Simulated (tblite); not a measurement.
Compound: C₅H₄S (charge +1 and doublet state).
SMILES with atom numbers: `[CH2+:1][C:2]1[CH:3]=[CH:4][C:5]1=[S:6]` (hydrogens: H7, H8 on C1; H9 on C3; H10 on C4)

Computed geometry: GFN2-xTB, gas phase. This method treats the open shell by occupation alone, without spin polarisation.

(1) List the bond lengths, angles and torsions at this level.

## Answers

(1) 
| bond | length (pm) |
| --- | --- |
| C1–C2 | 131.3 |
| C2–C3 | 146.9 |
| C3=C4 | 136.4 |
| C4–C5 | 145.0 |
| C5=S6 | 159.8 |
| C2–C5 | 154.0 |
| C1–H7 | 107.7 |
| C1–H8 | 108.1 |
| C3–H9 | 107.4 |
| C4–H10 | 107.4 |

A selection of angles:
| angle | degrees |
| --- | --- |
| C2–C1–H7 | 123.6 |
| C2–C1–H8 | 119.8 |
| H7–C1–H8 | 116.6 |
| C1–C2–C3 | 140.5 |
| C1–C2–C5 | 133.2 |
| C3–C2–C5 | 86.3 |
| C2–C3–C4 | 92.9 |
| C2–C3–H9 | 132.4 |
| C4–C3–H9 | 134.7 |
| C3–C4–C5 | 94.0 |
| C3–C4–H10 | 135.8 |
| C5–C4–H10 | 130.2 |
| C4–C5–S6 | 139.7 |
| C2–C5–C4 | 86.8 |
| C2–C5–S6 | 133.5 |

Torsions: C1–C2–C3–C4 180° (antiperiplanar); C2–C3–C4–C5 0° (synperiplanar); C3–C4–C5–S6 180° (antiperiplanar); C1–C2–C5–C4 180° (antiperiplanar).

C3 (carbon bonded to 2 C and H) is planar (angles 134.7°, 132.4° and 92.9°, sum 360.0°, 0.00 Å off the plane of its three neighbours). The C–C distances run from 1.313 Å (C1–C2, drawn single) to 1.540 Å (C2–C5, drawn single in one of several resonance forms), a spread of 0.227 Å. C4 (carbon bonded to 2 C and H) is planar (angles 135.8°, 130.2° and 94.0°, sum 360.0°, 0.00 Å off the plane of its three neighbours). C5 (carbon bonded to 2 C and S) is planar (angles 139.7°, 133.5° and 86.8°, sum 360.0°, 0.00 Å off the plane of its three neighbours). C1 (carbon bonded to C and 2 H) is planar (angles 123.6°, 119.8° and 116.6°, sum 360.0°, 0.00 Å off the plane of its three neighbours). The 4-membered ring C2–C3–C4–C5 has internal angles of 86.3° to 94.0° (sum 360°, against 360° for a flat polygon); it is planar, 0.00 Å rms from its mean plane, widest ring torsion 0°. C2 (carbon bonded to 3 C) is planar (angles 140.5°, 133.2° and 86.3°, sum 360.0°, 0.00 Å off the plane of its three neighbours).

Point group: Cs (tolerance 0.08 Å). Its GFN2-xTB frequencies are all real (lowest 94 cm⁻¹). Torsions: H–C1–C2–C3 180° and 0°.

One conformer stands for the species.
